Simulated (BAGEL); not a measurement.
**C2F4 (tetrafluoroethylene), step by step**

Wanted: the energy (HF/cc-pVDZ), then a single-point energy (NEVPT2(2,2)/cc-pVDZ), then the energy (CASPT2(2,2)/cc-pVDZ) of C2F4 (tetrafluoroethylene). 

The calculation is run with BAGEL 1.2.2.

1 further run of the same task is left out (set aside as unsound or not needed).

### Step 1. The molecule

C2F4 has 6 atoms, charge 0, and is taken as a singlet. SMILES: `FC(F)=C(F)F`. One bond was lengthened or shortened from a relaxed shape.

Bond lengths: F1–C2 1.310 Å, C2–F3 1.310 Å, C2–C4 1.320 Å, C4–F5 1.507 Å, C4–F6 1.310 Å. Angles: F1–C2–F3 113.3°, F1–C2–C4 123.4°, F3–C2–C4 123.4°, C2–C4–F5 123.4°, C2–C4–F6 123.4°, F5–C4–F6 113.3°.

### Step 2. The energy at HF/cc-pVDZ (density fitting with svp-jkfit) (run 1)

The input, input.json:

```json
{ "bagel" : [

{
  "title" : "molecule",
  "basis" : "cc-pvdz.json",
  "df_basis" : "svp-jkfit",
  "geometry" : [
    { "atom" : "F", "xyz" : [     2.05642076,    -2.39349309,    -1.10930325 ] },
    { "atom" : "C", "xyz" : [     0.22962251,    -1.45940147,     0.27718881 ] },
    { "atom" : "F", "xyz" : [    -0.79082960,    -3.12311635,     1.80144190 ] },
    { "atom" : "C", "xyz" : [    -0.50907143,     0.91976372,     0.15095510 ] },
    { "atom" : "F", "xyz" : [     0.66423873,     2.83326638,    -1.60173186 ] },
    { "atom" : "F", "xyz" : [    -2.33605865,     1.85385534,     1.53744716 ] }
  ]
},

{ "title" : "hf" },

{ "title" : "print", "file" : "orbitals.molden", "orbitals" : true }

]}
```

The basis set cc-pVDZ is read from a file made from the Basis Set Exchange's data (not shown).

Started as:

```console
$ BAGEL_NUM_THREADS=1 BAGEL input.json > input.out
```

The log of the run:

```text
* using 1 threads per process

  ===============================================================
  ===============================================================

  *** Geometry ***

  { "atom" : "F", "xyz" : [      2.056421,     -2.393493,     -1.109303 ] },
  { "atom" : "C", "xyz" : [      0.229623,     -1.459401,      0.277189 ] },
  { "atom" : "F", "xyz" : [     -0.790830,     -3.123116,      1.801442 ] },
  { "atom" : "C", "xyz" : [     -0.509071,      0.919764,      0.150955 ] },
  { "atom" : "F", "xyz" : [      0.664239,      2.833266,     -1.601732 ] },
  { "atom" : "F", "xyz" : [     -2.336059,      1.853855,      1.537447 ] },

  Number of auxiliary basis functions:      458

  Since a DF basis is specified, we compute 2- and 3-index integrals:
    o Being stored without compression. Storage requirement is 0.026 GB

  Number of basis functions:       84
  Number of electrons      :       48

    * METHOD: MOLECULE                             0.28

  *** RHF ***

  === Nuclear Repulsion ===
   239.2371134875

      * DIIS with orbital gradients will be used.

  === RHF iteration (cc-pvdz.json) ===
      0       -473.13063495          0.01895482           0.09
      1       -473.28086239          0.01481495           0.08
      2       -473.41087341          0.00117121           0.09
[... 10 lines of this table left out ...]
     13       -473.41269066          0.00000001           0.08
    * SCF iteration converged.

    * Permanent dipole moment:
           (    0.099350,     0.322974,    -0.203653) a.u.

    * METHOD: HF                                   1.38

    * METHOD: PRINT                                0.04

  ===============================================================
```

It took 2.2 s on 1 thread of AMD EPYC 7R43 (Zen 3), shared host; peak memory 0.14 GiB.

### Step 3. The energy at NEVPT2(2,2)/cc-pVDZ (density fitting with svp-jkfit) (run 2)

The input, calc.json:

```json
{ "bagel" : [

{
  "title" : "molecule",
  "basis" : "cc-pvdz.json",
  "df_basis" : "svp-jkfit",
  "geometry" : [
    { "atom" : "F", "xyz" : [  2.05642076, -2.39349309, -1.10930325 ] },
    { "atom" : "C", "xyz" : [  0.22962251, -1.45940147,  0.27718881 ] },
    { "atom" : "F", "xyz" : [ -0.79082960, -3.12311635,  1.80144190 ] },
    { "atom" : "C", "xyz" : [ -0.50907143,  0.91976372,  0.15095510 ] },
    { "atom" : "F", "xyz" : [  0.66423873,  2.83326638, -1.60173186 ] },
    { "atom" : "F", "xyz" : [ -2.33605865,  1.85385534,  1.53744716 ] }
  ]
},
{ "title" : "hf" },
{ "title" : "nevpt2", "nstate" : 1, "nact" : 2, "nclosed" : 23, "active" : [10, 26], "maxiter" : 200, "natocc" : true, "ncore" : 6 },
{ "title" : "print", "file" : "orbitals.molden", "orbitals" : true }

]}
```

The basis set cc-pVDZ is read from a file made from the Basis Set Exchange's data (not shown).

Started as:

```console
$ BAGEL_NUM_THREADS=1 BAGEL calc.json > calc.out
```

The log of the run:

```text
* using 1 threads per process

  ===============================================================
  ===============================================================

  *** Geometry ***

[... 30 lines left out ...]
    * SCF iteration converged.
[... 1 line left out ...]
    * Permanent dipole moment:
[... 28 lines left out ...]
    * Second-order optimization converged. *
[... 9 lines left out ...]
     * ci vector, state   0, <S^2> = 0.0000
       2.     0.9891685675
       .2    -0.1467840081

  === DF-NEVPT2 calculation ===

    * 3-index integral transformation done
    * assembly done

      NEVPT2 correlation energy:   -0.9614252339      0.28

          (+0)     -0.8357313833
          (+0)'    -0.0525851421
          (+1)     -0.0204690012
          (+1)'    -0.0000000000
          (+2)     -0.0011659330
          (-1)     -0.0468114676
          (-1)'     0.0000000000
          (-2)     -0.0046623067

      NEVPT2 total energy:       -474.4072216318

    * METHOD: NEVPT2                               8.42

    * METHOD: PRINT                                0.04

  ===============================================================
```

Run time: 11 s. Hardware: 1 thread of AMD EPYC 7R43 (Zen 3), shared host; peak memory 0.14 GiB.

### Step 4. A single-point energy at CASPT2(2,2)/cc-pVDZ (density fitting with svp-jkfit) (run 3)

Changes to input.json since step 2:

```diff
@@ -6,2 +6,3 @@
   "df_basis" : "svp-jkfit",
+  "angstrom" : false,
   "geometry" : [
@@ -16,5 +17,32 @@
 
-{ "title" : "hf" },
+{
+  "title" : "hf"
+},
 
-{ "title" : "print", "file" : "orbitals.molden", "orbitals" : true }
+{
+  "title" : "casscf",
+  "nstate" : 1,
+  "nact" : 2,
+  "nclosed" : 23,
+  "active" : [10, 26],
+  "maxiter" : 200,
+  "natocc" : true
+},
+
+{
+  "title" : "print",
+  "file" : "orbitals.molden",
+  "orbitals" : true
+},
+
+{
+  "title" : "smith",
+  "method" : "caspt2",
+  "ms" : true,
+  "xms" : true,
+  "sssr" : true,
+  "shift" : 0.2,
+  "shift_imag" : true,
+  "ncore" : 6
+}
```

The basis set cc-pVDZ is read from a file made from the Basis Set Exchange's data (not shown).

Started as:

```console
$ BAGEL_NUM_THREADS=1 BAGEL input.json > input.out
```

The log of the run:

```text
* using 1 threads per process

  ===============================================================
  ===============================================================

  *** Geometry ***

[... 32 lines left out ...]
    * Permanent dipole moment:
[... 37 lines left out ...]
     * ci vector, state   0, <S^2> = 0.0000
[... 21 lines left out ...]
       #      aibj      arbs      arbi      airj      risj      airs      arst      rist         Etot      error   time
[... 9 lines left out ...]
      ------------------------------------------------------------------------------------------------------------------

    * CASPT2 energy : state  0     -474.4091234195
        w/o shift correction       -474.4064954974
        reference weight              0.8172641630

    * METHOD: SMITH                                1.52

  ===============================================================
```

Run time: 12 s. Hardware: 1 thread of AMD EPYC 7R43 (Zen 3), shared host; peak memory 0.29 GiB.

### Step 5. Summary of results

| quantity | value |
| --- | --- |
| run 1, HF/cc-pVDZ: total energy | -473.41269 Eh |
| run 1, HF/cc-pVDZ: dipole moment | 1.00 D |
| run 1, HF/cc-pVDZ: HOMO energy | -11.40 eV |
| run 1, HF/cc-pVDZ: LUMO energy | 4.76 eV |
| run 1, HF/cc-pVDZ: HOMO–LUMO gap | 16.16 eV |
| run 2, NEVPT2(2,2)/cc-pVDZ: total energy | -474.40722 Eh |
| run 3, CASPT2(2,2)/cc-pVDZ: total energy | -474.40912 Eh |
